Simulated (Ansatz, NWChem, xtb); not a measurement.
## Group exchange: C2HF + H3NO → C2H3N + HOF

Gas-phase species: C2HF (fluoroacetylene) `C#CF`, singlet; H3NO (hydroxylamine) `NO`, singlet; C2H3N `C#CN`, singlet; HOF (hypofluorous acid) `OF`, singlet. The partners trade F for NH2: C–F and O–NH2 bonds give way to C–NH2 and O–F.

Shapes, held fixed at every level: PBE0-D4/def2-TZVP. Flexible molecules stand in one conformer, not always the lowest. Programs: Ansatz 0.2.0, NWChem 7.3.0, xtb 6.7.1. The zero-point and thermal change to 298 K, harmonic and unscaled (PBE0-D4/def2-TZVP), is -5.9 kJ/mol.

```json
{"level": "GFN0-xTB", "kind": "semi-empirical", "ΔH(298 K) (kJ/mol)": "-13.8", "less CCSD(T)/CBS estimate": "-114.8"}
{"level": "HF/def2-SVP", "kind": "Hartree–Fock", "ΔH(298 K) (kJ/mol)": "+118.8", "less CCSD(T)/CBS estimate": "+17.8"}
{"level": "HF/def2-TZVPP", "kind": "Hartree–Fock", "ΔH(298 K) (kJ/mol)": "+118.3", "less CCSD(T)/CBS estimate": "+17.3"}
{"level": "PBE-D4/def2-TZVPP", "kind": "GGA", "ΔH(298 K) (kJ/mol)": "+86.2", "less CCSD(T)/CBS estimate": "-14.8"}
{"level": "B3LYP/6-31G* (spherical functions)", "kind": "global hybrid", "ΔH(298 K) (kJ/mol)": "+102.0", "less CCSD(T)/CBS estimate": "+1.0"}
{"level": "PBE0-D4/def2-TZVPP", "kind": "global hybrid", "ΔH(298 K) (kJ/mol)": "+95.7", "less CCSD(T)/CBS estimate": "-5.3"}
{"level": "wB97M-V/def2-TZVPP", "kind": "range-separated hybrid", "ΔH(298 K) (kJ/mol)": "+98.5", "less CCSD(T)/CBS estimate": "-2.5"}
{"level": "MP2/def2-SVP", "kind": "perturbation theory", "ΔH(298 K) (kJ/mol)": "+108.1", "less CCSD(T)/CBS estimate": "+7.1"}
{"level": "CCSD(T)/CBS estimate", "kind": "coupled cluster or CI", "ΔH(298 K) (kJ/mol)": "+101.0", "less CCSD(T)/CBS estimate": "0.0"}
```

The highest level, CCSD(T)/CBS estimate, gives ΔH(298 K) = +101.0 kJ/mol; the levels span -13.8 to +118.8. They disagree on the sign: 8 of 9 are positive. GFN0-xTB strays far from the other rows. The column of differences is taken from that level and isn't an error. No measured value is set beside it here. The CBS estimate extrapolates MP2 from def2-TZVPP and def2-QZVPP and adds CCSD(T) − MP2 in the triple-zeta set, cores frozen.
